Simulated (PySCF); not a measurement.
Molecule: methylcyclopentane (SMILES CC1CCCC1).

Geometry (Å), atoms numbered from 1 in this order:
```xyz
18

C     2.071   -0.617   -0.147
C     0.556   -0.538   -0.177
C    -0.101   -0.251    1.176
C    -1.536    0.176    0.836
C    -1.488    0.678   -0.628
C    -0.017    0.580   -1.049
H     2.485   -0.813   -1.149
H     2.421   -1.420    0.521
H     2.505    0.330    0.214
H     0.156   -1.500   -0.552
H     0.443    0.579    1.661
H    -0.055   -1.108    1.866
H    -1.907    0.945    1.529
H    -2.226   -0.678    0.927
H    -2.110    0.036   -1.272
H    -1.883    1.700   -0.738
H     0.515    1.519   -0.812
H     0.115    0.399   -2.127
```

Geometry PBE0-D3(BJ)/def2-SVP throughout; GIAO in PySCF, gas phase, one conformer, non-relativistic; equivalent atoms averaged; functional PBE0.

Task: How do the absolute shieldings σ depend on the basis set? (a selection of nuclei; ppm; last column core-seconds on shared hosts with different chips, so compare them loosely)

Result: 
```csv
basis set,functions,C3/C6,C4/C5,C1,H14/H15,H13/H16,H10,H12/H18,H11/H17,H7/H8/H9,core-s
STO-3G,42,199.9,203.6,213.0,31.39,31.42,31.44,31.52,31.65,31.88,3.7
6-31G,78,162.6,173.5,178.9,30.89,30.92,30.63,30.87,31.27,31.45,7.5
pcSseg-0,78,155.4,167.4,171.0,31.33,31.36,31.36,31.36,31.85,31.69,9.3
6-31G*,108,158.9,169.4,174.3,30.34,30.29,30.07,30.25,30.81,30.92,10
def2-SVP,144,158.0,170.0,174.1,29.95,29.88,29.89,29.86,30.52,30.43,14
cc-pVDZ,144,159.1,170.8,176.2,29.79,29.69,29.75,29.69,30.39,30.33,25
pcSseg-1,162,146.5,158.6,164.0,29.70,29.64,29.83,29.68,30.43,30.24,19
"6-311+G(2d,p)",234,148.7,161.0,167.0,29.92,29.82,29.83,29.83,30.58,30.54,29
aug-cc-pVDZ,246,157.9,170.1,175.8,29.75,29.62,29.65,29.64,30.40,30.34,55
def2-TZVP,258,148.0,160.5,166.4,29.86,29.78,29.78,29.79,30.51,30.49,35
IGLO-III,330,144.4,157.2,163.1,29.74,29.66,29.66,29.67,30.38,30.39,79
```

Task: Which nucleus among those listed moves most, in ppm?

Result: C3/C6 (sp3 CH2 in a ring): from 144.4 ppm with IGLO-III to 199.9 ppm with STO-3G. The smallest spread is 1.47 ppm, at H11/H17. Proton shifts span only some 12 ppm, so a few tenths of a ppm matter as much there as several ppm in carbon.

Task: Taking the largest basis, IGLO-III (330 functions), as the yardstick, rank the others by their worst heavy-atom deviation.

Result: pcSseg-1 2.1 ppm (162 functions), def2-TZVP 3.6 ppm (258 functions), 6-311+G(2d,p) 4.3 ppm (234 functions), pcSseg-0 11.0 ppm (78 functions), aug-cc-pVDZ 13.5 ppm (246 functions), def2-SVP 13.6 ppm (144 functions), 6-31G* 14.5 ppm (108 functions), cc-pVDZ 14.7 ppm (144 functions), 6-31G 18.2 ppm (78 functions), STO-3G 55.5 ppm (42 functions).

A small basis that lands close on one nucleus may do so by chance; judge by the trend and by all nuclei.
